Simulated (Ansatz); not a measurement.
## Worked example: ideal-gas entropy of LiH (SMILES [LiH])

A linear singlet with charge 0, relaxed at PBE0/aug-cc-pVTZ (Ansatz 0.2.0):

```xyz
2

Li    0.0000    0.0000   -0.0013
H     0.0000    0.0000    1.5970
```

Harmonic wavenumbers in cm⁻¹: 1411.

Masses in u: Li 6.94, H 1.008. Take T = 298.15 K, p = 1 bar, R = 8.3145 J/(mol K), kT/hc = 207.22 cm⁻¹, rigid rotor and harmonic oscillator.

**Question.** Compute the standard molar entropy.

**Answer.** 
1. Translation (Sackur–Tetrode): S = R[3/2 ln M + 5/2 ln T − 1.1517] with M = 7.948 gives 134.7 J/(mol K).
2. Rotation: the moment of inertia is 2.248 u Å², so B = 16.8576/I = 7.4975 cm⁻¹; σ = 1; q = kT/(σhcB) = 27.6; S = R(ln q + 1) = 35.9.
3. Vibration: with u = ν̃/207.22, each mode gives R[u/(eᵘ − 1) − ln(1 − e⁻ᵘ)]; the sum is 0.1, most from 1411 cm⁻¹ (0.1).
4. Electronic: R ln 1 = 0.0, from the spin multiplicity alone.
5. Sum: 134.7 + 35.9 + 0.1 + 0.0 = 170.7 J/(mol K).

No measured value is set beside it here.
